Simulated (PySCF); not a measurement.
# Name the molecule from its bond curve

A diatomic of charge +1 contains S. Its triplet curve at HSE06 in a double-zeta basis (no relativity, PySCF), in eV from the separated fragments:

```
R (Å)  E (eV)
1.186  -3.125
1.241  -3.460
1.296  -3.652
1.338  -3.722
1.379  -3.742
1.420  -3.722
1.476  -3.646
1.544  -3.491
1.627  -3.248
1.738  -2.870
```

The fit gives ωe = 2569 cm⁻¹ and the rotational constant Bₑ = 9.090 cm⁻¹.

Q: Which atom is the partner?

A: The minimum lies at 1.378 Å, so the reduced mass is 16.8576 u Å² cm⁻¹/(Bₑ·Re²) = 0.9766 u. With S at 31.97 u the partner weighs about 1.0 u: H. The molecule is SH⁺.

The state was picked by a PBE0 search and need not be the measured ground state.
